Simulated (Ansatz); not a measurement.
**Si₂BH₅ (SMILES [SiH2]=B[SiH3]): functionals against CCSD(T) at one geometry**

The task here is to estimate one member of a computed series from the others.

Computed with Ansatz 0.2.0, Gaussian basis. Level: single points in def2-TZVPP.

Cores are frozen in the correlated methods.

## The system as given

SMILES `[SiH2]=B[SiH3]`, 8 atoms, charge 0, spin multiplicity 1.

Atoms are counted from 1 here; the program's logs count them from 0.

Bond lengths: Si1–B2 1.871 Å, Si1–H4 1.400 Å, Si1–H5 1.530 Å, B2–Si3 1.927 Å, Si3–H6 1.529 Å, Si3–H7 1.416 Å, Si3–H8 1.486 Å. Angles: B2–Si1–H4 99.5°, B2–Si1–H5 116.9°, H4–Si1–H5 120.9°, Si1–B2–Si3 173.0°, B2–Si3–H6 125.5°, B2–Si3–H7 108.8°, B2–Si3–H8 91.0°, H6–Si3–H7 115.7°, H6–Si3–H8 104.5°, H7–Si3–H8 106.4°.

Geometry (Å):

```xyz
8
charge 0, multiplicity 1
Si   -0.88194    1.38944   -1.36894
B    -0.03487    0.18313   -0.21584
Si    0.62510   -1.15505    1.00378
H    -2.17773    1.34135   -0.84121
H    -0.18039    2.72836   -1.60820
H     0.76968   -2.64582    0.69474
H     0.18010   -0.84034    2.31028
H     2.00450   -0.61523    0.88864
```

Set-up of the first run:

Input file run/in.yaml:

```yaml
crystal:
  periodic: [false, false, false]
  atoms:
    - {symbol: Si, position_ang: [-0.881945, 1.389437, -1.368943]}
    - {symbol: B, position_ang: [-0.034873, 0.183135, -0.215843]}
    - {symbol: Si, position_ang: [0.625101, -1.155045, 1.003775]}
    - {symbol: H, position_ang: [-2.177733, 1.341348, -0.841212]}
    - {symbol: H, position_ang: [-0.180391, 2.728356, -1.608197]}
    - {symbol: H, position_ang: [0.769685, -2.645824, 0.694739]}
    - {symbol: H, position_ang: [0.180097, -0.840339, 2.310277]}
    - {symbol: H, position_ang: [2.004496, -0.615231, 0.888639]}
basis:
  gaussian: {orbitals: def2-TZVPP}
hamiltonian: {xc: pbe, dispersion: d4}
output: {forces: true}
```

Command:

```
$ ansatz run in.yaml --threads 2 --pin off --events-out ev --progress --plain --max-ram 3481MiB
```

Steps of the session up to this table: PBE-D4/def2-TZVPP; r2SCAN-D4/def2-TZVPP; PBE0-D4/def2-TZVPP; wB97M-V/def2-TZVPP; CCSD(T)/def2-TZVPP.

One table of the session follows, with a row left open; its other results are not shown here.

```
   method  RMS force component (eV/Å)  angle to CCSD(T) forces (°)  dipole (D)
   PBE-D4                       0.889                         12.0        0.62
r2SCAN-D4                           ?                            ?           ?
  PBE0-D4                       0.897                          7.8        0.62
  wB97M-V                       0.906                         11.0        0.61
  CCSD(T)                       0.876                    reference        0.54
```

**Question.** Estimate the row for r2SCAN-D4.

**Answer.** RMS force component (eV/Å): 0.878; angle to CCSD(T) forces (°): 7.6; dipole (D): 0.63. In the column «RMS force component (eV/Å)» it lies between CCSD(T) (0.876) and PBE-D4 (0.889).

To keep in mind: The reference is not at the basis limit: in triple zeta CCSD(T) underbinds, which counts against methods that bind more; the gaps are no ranking.
